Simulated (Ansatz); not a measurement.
# BSiH₃ (triplet): the correlation ladder at distance B1–H4 along a hydrogen transfer = 1.336 Å, cc-pVDZ

Aim: climb from Hartree-Fock through coupled cluster and multireference methods for BSiH₃ (triplet) at one geometry and basis, and see what each rung misses.

Computed with Ansatz 0.2.0, Gaussian basis. Level: cc-pVDZ, core rule «outside noble gas», up to 6 orbitals frozen.

To be run: UHF; CCSD(T) on ROHF; CCSD(T) on UHF; BCCD(T) on ROHF; CISD; CCSDT(Q) on ROHF; CCSDT(Q) on UHF; CASSCF and MRCISD+Q, 4 electrons in 4 orbitals; CASSCF and NEVPT2, 4 electrons in 4 orbitals.

12 further runs of the same task are left out: 4 for a known fault of the program, 6 that didn't finish, 2 set aside as unsound or not needed.

## (1) The system

The geometry derives from fragments relaxed apart (PBE0/def2-TZVP) and kept rigid, so it is no stationary point. A hydrogen atom is moved between rigid fragments.

5 atoms, charge 0, spin multiplicity 3.

Atoms are counted from 1 here; the program's logs count them from 0.

Bond lengths: B1–H2 1.193 Å, B1–H3 1.193 Å, B1–H4 1.336 Å, H4–Si5 1.629 Å. Angles: H2–B1–H3 120.0°, H2–B1–H4 120.0°, H3–B1–H4 120.0°, B1–H4–Si5 180.0°.

In the tables R marks a restricted open-shell determinant and U an unrestricted one; 'pair' is the active space of 4 electrons in 4 orbitals; energies count from the table's Hartree-Fock row.

## (2) UHF

in.yaml

```yaml
crystal:
  periodic: [false, false, false]
  atoms:
    - {symbol: B, position_ang: [-1.989898, 0.000000, 0.000000]}
    - {symbol: H, position_ang: [-2.586632, 1.033571, 0.000000]}
    - {symbol: H, position_ang: [-2.586632, -1.033571, 0.000000]}
    - {symbol: H, position_ang: [-0.653898, 0.000000, 0.000000]}
    - {symbol: Si, position_ang: [0.975102, 0.000000, 0.000000]}
basis:
  gaussian: {orbitals: cc-pVDZ}
magnetization: {spin_polarized: true, initial_magnetization: 2}
hamiltonian: {xc: hf}
output: {orbitals: {seedname: orbitals}}
```

On the command line:

```
> ansatz run in.yaml --threads 1 --pin off --events-out ev --progress --plain --max-ram 2393MiB
```

The log of the run:

```text
Functional definition: HF
  name "HF"
  cite "Fock, Z. Phys. 61, 126 (1930) doi:10.1007/BF01340294"
  parent pbe
  exchange = exact_x
  correlation = 0
446 factors; integrals over basis functions are off by at most 1.2e-3 eV
mean field evaluation 1: about -8575.8013 eV, gradient 9.1e0 eV
mean field evaluation 2: about -8575.8244 eV, gradient 9.1e0 eV
mean field evaluation 4: about -8577.2682 eV, gradient 1.9e0 eV
mean field evaluation 8: about -8577.5519 eV, gradient 1.2e-1 eV
mean field evaluation 16: about -8573.6767 eV, gradient 1.3e1 eV
mean field evaluation 32: about -8575.7103 eV, gradient 1.5e0 eV
mean field evaluation 64: about -8562.2416 eV, gradient 9.9e0 eV
mean field -8577.55242671 eV, -315.2192376079 hartree, gradient 4.5e-5 eV, S^2 2.032381; 1 other end points of the search recorded, 0 dependent functions left out
reference -8577.55242671 eV, -315.2192376079 hartree; 12, 10 occupied and 35, 37 virtual orbitals, 446 factors
Total energy: -8577.55242671 eV, -315.2192376079 hartree
```

Wall time 0.27 s (1 thread of AMD EPYC 9R45, shared host).

From the report: ⟨S²⟩ of the determinant 2.032 (pure triplet: 2.00).

## (3) CCSD(T) on ROHF

in.yaml, as its differences from that of step 2:

```diff
@@ -10,4 +10,3 @@
   gaussian: {orbitals: cc-pVDZ}
-magnetization: {spin_polarized: true, initial_magnetization: 2}
-hamiltonian: {xc: hf}
-output: {orbitals: {seedname: orbitals}}
+magnetization: {spin_polarized: false, initial_magnetization: 2}
+correlation: {method: ccsd_t, electrons: outside_noble_gas}
```

The command is unchanged.

The log of the run, cut to the lines that bear on the results:

```text
Functional definition: HF
  name "HF"
  cite "Fock, Z. Phys. 61, 126 (1930) doi:10.1007/BF01340294"
  parent pbe
[...]
446 factors; integrals over basis functions are off by at most 1.2e-3 eV
[...]
mean field -8577.41354405 eV, -315.2141337642 hartree, gradient 2.0e-6 eV, S^2 2.000000; 9 other end points of the search recorded, 0 dependent functions left out
[...]
determinant -8577.41354405 eV, -315.2141337642 hartree, with singles and doubles -8582.74542280 eV, -315.4100766943 hartree
determinant -8575.83889243 eV, -315.1562663845 hartree, with singles and doubles -8581.29944982 eV, -315.3569381672 hartree
determinant -8575.75126835 eV, -315.1530462589 hartree, with singles and doubles -8581.19242219 eV, -315.3530049744 hartree
determinant -8575.53643929 eV, -315.1451514365 hartree, with singles and doubles -8581.05819220 eV, -315.3480721132 hartree
6 core orbitals not correlated: weight in the atoms' cores, before any rotation towards them, 1.000 or more for the frozen orbitals, at most 0.000 for the correlated occupied ones
reference -8577.41354405 eV, -315.2141337642 hartree; 6, 4 occupied and 35, 37 virtual orbitals, 446 factors
second order -4.12662894 eV of doubles, -0.06967661 eV of singles
cycle   1  -5.33153014 eV  change    3.5e-4 eV  update   1.9e-3
[...]
cycle   9  -5.33244187 eV  change    4.3e-6 eV  update   2.3e-6
perturbative correction -0.13652938 eV, -0.0050173622 hartree
Total energy: -8582.88251531 eV, -315.4151147507 hartree
```

Run time: 1.4 s. Hardware: 1 thread of AMD EPYC 9R45, shared host.

From the report: correlation -5.4690 eV; T1 0.033; largest double amplitude 0.08.

## (4) CCSD(T) on UHF

in.yaml, as its differences from that of step 3:

```diff
@@ -10,3 +10,3 @@
   gaussian: {orbitals: cc-pVDZ}
-magnetization: {spin_polarized: false, initial_magnetization: 2}
+magnetization: {spin_polarized: true, initial_magnetization: 2}
 correlation: {method: ccsd_t, electrons: outside_noble_gas}
```

The command is unchanged.

The log of the run, cut to the lines that bear on the results:

```text
Functional definition: HF
  name "HF"
  cite "Fock, Z. Phys. 61, 126 (1930) doi:10.1007/BF01340294"
  parent pbe
[...]
446 factors; integrals over basis functions are off by at most 1.2e-3 eV
[...]
mean field -8577.55242671 eV, -315.2192376079 hartree, gradient 2.6e-6 eV, S^2 2.032381; 5 other end points of the search recorded, 0 dependent functions left out
determinant -8577.55242671 eV, -315.2192376079 hartree, with singles and doubles -8582.74754453 eV, -315.4101546663 hartree
determinant -8576.01565014 eV, -315.1627621103 hartree, with singles and doubles -8581.30398910 eV, -315.3571049828 hartree
determinant -8575.92879470 eV, -315.1595702319 hartree, with singles and doubles -8581.19704985 eV, -315.3531750376 hartree
determinant -8575.76016494 eV, -315.1533732025 hartree, with singles and doubles -8581.06208630 eV, -315.3482152186 hartree
6 core orbitals not correlated: weight in the atoms' cores, before any rotation towards them, 1.000 or more for the frozen orbitals, at most 0.000 for the correlated occupied ones
reference -8577.55242671 eV, -315.2192376079 hartree; 6, 4 occupied and 35, 37 virtual orbitals, 446 factors
second order -4.03554826 eV of doubles, -0.00000000 eV of singles
cycle   1  -5.19452693 eV  change    5.9e-4 eV  update   2.7e-3
[...]
cycle   9  -5.19616003 eV  change    1.1e-5 eV  update   2.9e-6
perturbative correction -0.13377058 eV, -0.0049159780 hartree
Total energy: -8582.88235733 eV, -315.4151089451 hartree
```

It took 1.4 s on 1 thread of AMD EPYC 9R45, shared host.

From the report: ⟨S²⟩ of the determinant 2.032 (pure triplet: 2.00); correlation -5.3299 eV; T1 0.034; largest double amplitude 0.08.

## (5) BCCD(T) on ROHF

in.yaml, as its differences from that of step 4:

```diff
@@ -10,3 +10,3 @@
   gaussian: {orbitals: cc-pVDZ}
-magnetization: {spin_polarized: true, initial_magnetization: 2}
-correlation: {method: ccsd_t, electrons: outside_noble_gas}
+magnetization: {spin_polarized: false, initial_magnetization: 2}
+correlation: {method: bccd_t, electrons: outside_noble_gas}
```

The command is unchanged.

The log of the run, cut to the lines that bear on the results:

```text
Functional definition: HF
  name "HF"
  cite "Fock, Z. Phys. 61, 126 (1930) doi:10.1007/BF01340294"
  parent pbe
[...]
446 factors; integrals over basis functions are off by at most 1.2e-3 eV
[...]
mean field -8577.41354405 eV, -315.2141337642 hartree, gradient 2.0e-6 eV, S^2 2.000000; 9 other end points of the search recorded, 0 dependent functions left out
[...]
determinant -8577.41354405 eV, -315.2141337642 hartree, with singles and doubles -8582.74542280 eV, -315.4100766943 hartree
determinant -8575.83889243 eV, -315.1562663845 hartree, with singles and doubles -8581.29944982 eV, -315.3569381672 hartree
determinant -8575.75126835 eV, -315.1530462589 hartree, with singles and doubles -8581.19242219 eV, -315.3530049744 hartree
determinant -8575.53643929 eV, -315.1451514365 hartree, with singles and doubles -8581.05819220 eV, -315.3480721132 hartree
6 core orbitals not correlated: weight in the atoms' cores, before any rotation towards them, 1.000 or more for the frozen orbitals, at most 0.000 for the correlated occupied ones
reference -8577.41354405 eV, -315.2141337642 hartree; 6, 4 occupied and 35, 37 virtual orbitals, 446 factors
second order -4.12662894 eV of doubles, -0.06967661 eV of singles
cycle   1  -5.32706630 eV  change    4.8e-3 eV  update   1.1e-2
[...]
cycle  10  -5.32003576 eV  change    3.2e-6 eV  update   8.9e-6
perturbative correction -0.14956619 eV, -0.0054964560 hartree
Total energy: -8582.88314600 eV, -315.4151379285 hartree
```

It took 1.6 s on 1 thread of AMD EPYC 9R45, shared host.

From the report: correlation -5.4696 eV; largest double amplitude 0.08.

## (6) CISD

in.yaml, as its differences from that of step 5:

```diff
@@ -11,2 +11,2 @@
 magnetization: {spin_polarized: false, initial_magnetization: 2}
-correlation: {method: bccd_t, electrons: outside_noble_gas}
+correlation: {active_space: {ras: {orbitals: [4, 2, 35], electrons: 10, max_holes: 2, max_particles: 2}, fixed_orbitals: true}}
```

Same command.

The log of the run:

```text
Functional definition: HF
  name "HF"
  cite "Fock, Z. Phys. 61, 126 (1930) doi:10.1007/BF01340294"
  parent pbe
  exchange = exact_x
  correlation = 0
446 factors; integrals over basis functions are off by at most 1.2e-3 eV
mean field evaluation 1: about -8575.7491 eV, gradient 1.2e1 eV
mean field evaluation 2: about -8575.7713 eV, gradient 1.2e1 eV
mean field evaluation 4: about -8577.2370 eV, gradient 2.3e0 eV
mean field evaluation 8: about -8577.4134 eV, gradient 7.7e-2 eV
mean field evaluation 16: about -8577.2402 eV, gradient 2.5e0 eV
mean field evaluation 32: about -8574.6219 eV, gradient 5.6e0 eV
mean field -8577.41354405 eV, -315.2141337642 hartree, gradient 2.0e-6 eV, S^2 2.000000; 7 other end points of the search recorded, 0 dependent functions left out
reference -8577.41354405 eV, -315.2141337642 hartree; 12, 10 occupied and 35, 37 virtual orbitals, 446 factors
state -8582.34439640 eV, -315.3953392459 hartree
Total energy: -8582.34439640 eV, -315.3953392459 hartree
```

It took 1.4 s on 1 thread of AMD EPYC 9R45, shared host.

From the report: 45,416 determinants.

## (7) CCSDT(Q) on ROHF

in.yaml, as its differences from that of step 6:

```diff
@@ -11,2 +11,2 @@
 magnetization: {spin_polarized: false, initial_magnetization: 2}
-correlation: {active_space: {ras: {orbitals: [4, 2, 35], electrons: 10, max_holes: 2, max_particles: 2}, fixed_orbitals: true}}
+correlation: {method: ccsdt_q, electrons: outside_noble_gas}
```

The command is unchanged.

The log of the run, cut to the lines that bear on the results:

```text
Functional definition: HF
  name "HF"
  cite "Fock, Z. Phys. 61, 126 (1930) doi:10.1007/BF01340294"
  parent pbe
[...]
874 factors; integrals over basis functions are off by at most 2.1e-7 eV
[...]
mean field -8577.41355803 eV, -315.2141342777 hartree, gradient 2.0e-6 eV, S^2 2.000000; 7 other end points of the search recorded, 0 dependent functions left out
[...]
determinant -8577.41355803 eV, -315.2141342777 hartree, with singles and doubles -8582.74542646 eV, -315.4100768285 hartree
determinant -8575.83890389 eV, -315.1562668055 hartree, with singles and doubles -8581.29945431 eV, -315.3569383323 hartree
determinant -8575.75127818 eV, -315.1530466200 hartree, with singles and doubles -8581.19242461 eV, -315.3530050633 hartree
determinant -8575.53646890 eV, -315.1451525247 hartree, with singles and doubles -8581.05821687 eV, -315.3480730198 hartree
6 core orbitals not correlated: weight in the atoms' cores, before any rotation towards them, 1.000 or more for the frozen orbitals, at most 0.000 for the correlated occupied ones
reference -8577.41355803 eV, -315.2141342777 hartree; 6, 4 occupied and 35, 37 virtual orbitals, 874 factors
second order -4.12664948 eV of doubles, -0.06967670 eV of singles
cycle   1  -5.01213815 eV  change   -8.1e-1 eV  update   8.3e-2
[...]
cycle  20  -5.50757248 eV  change   -1.6e-7 eV  update   3.5e-7
perturbative correction -0.00615494 eV, -0.0002261898 hartree
Total energy: -8582.92728544 eV, -315.4167600228 hartree
```

Run time: 17 s. Hardware: 1 thread of AMD EPYC 9R45, shared host; peak memory 0.53 GiB.

From the report: correlation -5.5137 eV; T1 0.038; largest double amplitude 0.09.

## (8) CCSDT(Q) on UHF

in.yaml, as its differences from that of step 7:

```diff
@@ -10,3 +10,3 @@
   gaussian: {orbitals: cc-pVDZ}
-magnetization: {spin_polarized: false, initial_magnetization: 2}
+magnetization: {spin_polarized: true, initial_magnetization: 2}
 correlation: {method: ccsdt_q, electrons: outside_noble_gas}
```

The command is unchanged.

The log of the run, cut to the lines that bear on the results:

```text
Functional definition: HF
  name "HF"
  cite "Fock, Z. Phys. 61, 126 (1930) doi:10.1007/BF01340294"
  parent pbe
[...]
874 factors; integrals over basis functions are off by at most 2.1e-7 eV
[...]
mean field -8577.55244157 eV, -315.2192381538 hartree, gradient 2.5e-6 eV, S^2 2.032382; 5 other end points of the search recorded, 0 dependent functions left out
determinant -8577.55244157 eV, -315.2192381538 hartree, with singles and doubles -8582.74754860 eV, -315.4101548159 hartree
determinant -8576.01566223 eV, -315.1627625548 hartree, with singles and doubles -8581.30399357 eV, -315.3571051468 hartree
determinant -8575.92880524 eV, -315.1595706192 hartree, with singles and doubles -8581.19705215 eV, -315.3531751224 hartree
determinant -8575.76019526 eV, -315.1533743167 hartree, with singles and doubles -8581.06211111 eV, -315.3482161304 hartree
6 core orbitals not correlated: weight in the atoms' cores, before any rotation towards them, 1.000 or more for the frozen orbitals, at most 0.000 for the correlated occupied ones
reference -8577.55244157 eV, -315.2192381538 hartree; 6, 4 occupied and 35, 37 virtual orbitals, 874 factors
second order -4.03556717 eV of doubles, -0.00000000 eV of singles
cycle   1  -4.83814709 eV  change   -8.0e-1 eV  update   8.5e-2
[...]
cycle  20  -5.36891636 eV  change   -3.1e-7 eV  update   4.5e-7
perturbative correction -0.00718864 eV, -0.0002641775 hartree
Total energy: -8582.92854656 eV, -315.4168063683 hartree
```

It took 15 s on 1 thread of AMD EPYC 9R45, shared host; peak memory 0.43 GiB.

From the report: ⟨S²⟩ of the determinant 2.032 (pure triplet: 2.00); correlation -5.3761 eV; T1 0.039; largest double amplitude 0.09.

## (9) CASSCF and MRCISD+Q, 4 electrons in 4 orbitals

in.yaml, as its differences from that of step 8:

```diff
@@ -10,3 +10,3 @@
   gaussian: {orbitals: cc-pVDZ}
-magnetization: {spin_polarized: true, initial_magnetization: 2}
-correlation: {method: ccsdt_q, electrons: outside_noble_gas}
+magnetization: {spin_polarized: false, initial_magnetization: 2}
+correlation: {method: fic_mrcisd_q, electrons: outside_noble_gas, active_space: {window: {electrons: 4, orbitals: 4}}}
```

Launched as before.

The log of the run, cut to the lines that bear on the results:

```text
Functional definition: HF
  name "HF"
  cite "Fock, Z. Phys. 61, 126 (1930) doi:10.1007/BF01340294"
  parent pbe
[...]
446 factors; integrals over basis functions are off by at most 1.2e-3 eV
[...]
mean field -8577.41354405 eV, -315.2141337642 hartree, gradient 2.0e-6 eV, S^2 2.000000; 7 other end points of the search recorded, 0 dependent functions left out
reference -8577.41354405 eV, -315.2141337642 hartree; 12, 10 occupied and 35, 37 virtual orbitals, 446 factors
state -8577.84324446 eV, -315.2299249631 hartree
contracted CI cycle   1: correlation 0.00000000 eV, 0.0000000000 hartree, residual 1.57e1 eV
contracted CI cycle   2: correlation -4.37552874 eV, -0.1607977154 hartree, residual 2.83e0 eV
contracted CI cycle   3: correlation -4.53405885 eV, -0.1666235893 hartree, residual 1.01e0 eV
contracted CI cycle   4: correlation -4.55715278 eV, -0.1674722758 hartree, residual 4.48e-1 eV
[...]
contracted CI cycle   3: correlation -4.56317792 eV, -0.1676936954 hartree, residual 6.51e-1 eV
contracted CI cycle   4: correlation -4.57319926 eV, -0.1680619731 hartree, residual 2.32e-1 eV
contracted CI cycle   5: correlation -4.57494665 eV, -0.1681261884 hartree, residual 1.10e-1 eV
contracted CI cycle   6: correlation -4.57530739 eV, -0.1681394454 hartree, residual 4.84e-2 eV
contracted CI cycle   7: correlation -4.57536631 eV, -0.1681416107 hartree, residual 1.82e-2 eV
contracted CI cycle   8: correlation -4.57537495 eV, -0.1681419280 hartree, residual 6.49e-3 eV
contracted CI cycle   9: correlation -4.57537581 eV, -0.1681419598 hartree, residual 2.20e-3 eV
contracted CI cycle  10: correlation -4.57537590 eV, -0.1681419632 hartree, residual 7.75e-4 eV
state -8577.80047604 eV, -315.2283532524 hartree; corrected -8582.85050181 eV, -315.4139382763 hartree
state -8577.84324446 eV, -315.2299249631 hartree; corrected -8582.90531599 eV, -315.4159526606 hartree
Total energy: -8582.90531599 eV, -315.4159526606 hartree
```

Run time: 1.2 s. Hardware: 1 thread of AMD EPYC 9R45, shared host.

From the report: 10 determinants; active occupations 1.97, 1.00, 1.00, 0.03.

## (10) CASSCF and NEVPT2, 4 electrons in 4 orbitals

in.yaml, as its differences from that of step 9:

```diff
@@ -11,2 +11,2 @@
 magnetization: {spin_polarized: false, initial_magnetization: 2}
-correlation: {method: fic_mrcisd_q, electrons: outside_noble_gas, active_space: {window: {electrons: 4, orbitals: 4}}}
+correlation: {method: sc_nevpt2, electrons: outside_noble_gas, active_space: {window: {electrons: 4, orbitals: 4}}}
```

Same command.

The log of the run, cut to the lines that bear on the results:

```text
Functional definition: HF
  name "HF"
  cite "Fock, Z. Phys. 61, 126 (1930) doi:10.1007/BF01340294"
  parent pbe
[...]
446 factors; integrals over basis functions are off by at most 1.2e-3 eV
[...]
mean field -8577.41354405 eV, -315.2141337642 hartree, gradient 2.0e-6 eV, S^2 2.000000; 7 other end points of the search recorded, 0 dependent functions left out
reference -8577.41354405 eV, -315.2141337642 hartree; 12, 10 occupied and 35, 37 virtual orbitals, 446 factors
state -8577.84324446 eV, -315.2299249631 hartree
state -8577.84324446 eV, -315.2299249631 hartree; corrected -8581.55165680 eV, -315.3662066029 hartree
state -8577.80047604 eV, -315.2283532524 hartree
state -8577.80047604 eV, -315.2283532524 hartree; corrected -8581.59934679 eV, -315.3679591778 hartree
state -8577.80047604 eV, -315.2283532524 hartree; corrected -8581.59934679 eV, -315.3679591778 hartree
the orbitals are reached from a further start. From the first start the search ends at -8577.84323936 eV, -315.2299247756 hartree
WARN: the results are in doubt because another end's mean lies 0.043 eV lower, and its corrected mean 0.048 eV higher
Total energy: -8581.59934679 eV, -315.3679591778 hartree
In doubt: another end's mean lies 0.043 eV lower, and its corrected mean 0.048 eV higher
```

Run time: 0.66 s. Hardware: 1 thread of AMD EPYC 9R45, shared host.

From the report: 10 determinants; active occupations 1.96, 1.00, 1.00, 0.04. Mind the lines of doubt at the end of the log.

## (11) The ladder

The yardstick is UCCSDT(Q), where the cluster series has nearly closed. Rows without a time come out of other runs: HF, MP2 and CCSD of CCSD(T), CCSDT of CCSDT(Q), CASSCF and MRCISD of the multireference runs.

Differences are taken before rounding.

```
       method  energy from the lowest RHF (kcal/mol)  from UCCSDT(Q) (kcal/mol)   time
          RHF                                   0.00                    +127.18       
          UHF                                  -3.20                    +123.98       
         RMP2                                 -96.77                     +30.41       
         UMP2                                 -96.26                     +30.91       
         CISD                                -113.71                     +13.47  1.4 s
        RCCSD                                -122.97                      +4.21       
        UCCSD                                -123.03                      +4.15       
     RCCSD(T)                                -126.12                      +1.06  1.4 s
     UCCSD(T)                                -126.11                      +1.07  1.4 s
      BCCD(T)                                -126.13                      +1.05  1.6 s
       RCCSDT                                -127.01                      +0.17       
       UCCSDT                                -127.01                      +0.17       
    RCCSDT(Q)                                -127.15                      +0.03   17 s
    UCCSDT(Q)                                -127.18                          0   15 s
  CASSCF pair                                  -9.91                    +117.27       
  MRCISD pair                                -115.15                     +12.03       
MRCISD+Q pair                                -126.64                      +0.54  1.2 s
```

Among the levels timed on like hardware and quicker than the yardstick, those that no quicker one beats, quickest first: MRCISD+Q pair (1.2 s, +0.54 kcal/mol).

Not comparable, so not listed: CASSCF and NEVPT2, 4 electrons in 4 orbitals (they don't share determinant, frozen orbitals or solution with the rows shown, or repeat one).

## (12) Results

```
                         quantity                                     value
   UCCSDT(Q) below the RHF energy                                -5.5150 eV
              RMP2 from UCCSDT(Q)                           +30.41 kcal/mol
              UMP2 from UCCSDT(Q)                           +30.91 kcal/mol
             RCCSD from UCCSDT(Q)                            +4.21 kcal/mol
          RCCSD(T) from UCCSDT(Q)                            +1.06 kcal/mol
          UCCSD(T) from UCCSDT(Q)                            +1.07 kcal/mol
         RCCSDT(Q) from UCCSDT(Q)                            +0.03 kcal/mol
     MRCISD+Q pair from UCCSDT(Q)                            +0.54 kcal/mol
levels within 1 kcal/mol (43 meV)  RCCSDT, UCCSDT, RCCSDT(Q), MRCISD+Q pair
                    T1 diagnostic                                     0.033
```

What this shows: RCCSD(T) lands +1.06 kcal/mol from the yardstick (0.8 % of the correlation energy). These misses are within one basis, not against nature; the frozen cores of restricted and unrestricted runs differ, which can shift their rows.

MRCISD+Q pair reaches 0.54 kcal/mol from the reference in 1.2 s, where UCCSDT(Q) took 15 s.
